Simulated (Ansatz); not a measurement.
**CH₃AlLi radical (SMILES [Li][CH][AlH2]): functionals against CCSD(T) at one geometry**

How do the functionals fare away from a minimum? The structure is a frame of a short trajectory.

Program: Ansatz 0.2.0, Gaussian basis. Level of theory: single points in def2-TZVPP. These are calculated values, not measurements.

Cores are frozen in the correlated methods. The outer core shell of Li, Na, Mg and K is correlated. Orbitals are unrestricted.

### 1 The system as given

SMILES `[Li][CH][AlH2]`, 6 atoms, charge 0, spin multiplicity 2.

Atoms are counted from 1 here; the program's logs count them from 0.

Bond lengths: Li1–C2 1.881 Å, C2–Al3 1.892 Å, C2–H4 1.121 Å, Al3–H5 1.665 Å, Al3–H6 1.644 Å. Angles: Li1–C2–Al3 113.4°, Li1–C2–H4 132.1°, Al3–C2–H4 114.3°, C2–Al3–H5 136.7°, C2–Al3–H6 113.1°, H5–Al3–H6 109.6°.

Geometry (Å):

| atom | x (Å) | y (Å) | z (Å) |
| --- | --- | --- | --- |
| Li1 | -0.88898 | -1.48183 | 1.57816 |
| C2 | -0.21830 | -1.01195 | -0.11538 |
| Al3 | 0.28907 | 0.80569 | -0.24572 |
| H4 | -0.12462 | -1.58684 | -1.07266 |
| H5 | 0.74954 | 1.85090 | -1.45753 |
| H6 | 0.01831 | 1.65175 | 1.13817 |

### 2 PBE-D4/def2-TZVPP

run/in.yaml reads:

```yaml
crystal:
  periodic: [false, false, false]
  atoms:
    - {symbol: Li, position_ang: [-0.888976, -1.481828, 1.578164]}
    - {symbol: C, position_ang: [-0.218299, -1.011946, -0.115381]}
    - {symbol: Al, position_ang: [0.289067, 0.805688, -0.245717]}
    - {symbol: H, position_ang: [-0.124616, -1.586840, -1.072661]}
    - {symbol: H, position_ang: [0.749542, 1.850901, -1.457533]}
    - {symbol: H, position_ang: [0.018310, 1.651754, 1.138170]}
basis:
  gaussian: {orbitals: def2-TZVPP}
magnetization: {spin_polarized: true, initial_magnetization: 1}
hamiltonian: {xc: pbe, dispersion: d4}
output: {forces: true}
```

Started as:

```
ansatz run in.yaml --threads 1 --pin off --events-out ev --progress --plain --max-ram 4352MiB
```

### 3 r2SCAN-D4/def2-TZVPP

run/in.yaml: that of step 2 with these lines changed.

```diff
@@ -12,3 +12,3 @@
 magnetization: {spin_polarized: true, initial_magnetization: 1}
-hamiltonian: {xc: pbe, dispersion: d4}
+hamiltonian: {xc: r2scan, dispersion: d4}
 output: {forces: true}
```

### 4 PBE0-D4/def2-TZVPP

run/in.yaml: that of step 3 with these lines changed.

```diff
@@ -12,3 +12,3 @@
 magnetization: {spin_polarized: true, initial_magnetization: 1}
-hamiltonian: {xc: r2scan, dispersion: d4}
-output: {forces: true}
+hamiltonian: {xc: pbe0, dispersion: d4}
+output: {forces: true, orbitals: {seedname: orbitals}}
```

### 5 wB97M-V/def2-TZVPP

run/in.yaml: that of step 4 with these lines changed.

```diff
@@ -12,3 +12,3 @@
 magnetization: {spin_polarized: true, initial_magnetization: 1}
-hamiltonian: {xc: pbe0, dispersion: d4}
-output: {forces: true, orbitals: {seedname: orbitals}}
+hamiltonian: {xc: {name: wB97M-V}}
+output: {forces: true}
```

### 6 CCSD(T)/def2-TZVPP

run/in.yaml: that of step 5 with these lines changed.

```diff
@@ -12,3 +12,4 @@
 magnetization: {spin_polarized: true, initial_magnetization: 1}
-hamiltonian: {xc: {name: wB97M-V}}
+correlation: {method: ccsd_t}
+scf: {omitted_lower_state_checks: [cluster_reference]}
 output: {forces: true}
```

(Steps that only read results are left out.)

Before running it: what results should come out? Wanted: energy less free atoms, CCSD(T)/def2-TZVPP; RMS force component; RMS force error; HOMO and LUMO, PBE0-D4; T1 diagnostic.

The runs gave:

| quantity | value |
| --- | --- |
| energy less free atoms, CCSD(T)/def2-TZVPP | -351.0 kcal/mol |
| RMS force component | 0.478 to 0.574 eV/Å over the methods |
| RMS force error | PBE-D4 0.116, r2SCAN-D4 0.057, PBE0-D4 0.076, wB97M-V 0.073 eV/Å |
| HOMO and LUMO, PBE0-D4 | -5.61 and -2.20 eV |
| T1 diagnostic | 0.013 |

What this shows: Against CCSD(T) the functionals' energies less atoms differ by -13.3 to -6.8 kcal/mol, PBE-D4 by -10.4 kcal/mol. CCSD(T) in triple zeta still lacks some correlation energy of the bonds, so part of these gaps is its own basis error and they don't rank the functionals. On forces the order runs from r2SCAN-D4 to PBE-D4. Frozen-core CCSD(T) forces in triple zeta carry basis errors of their own, and this is one geometry, so small gaps rank nothing.
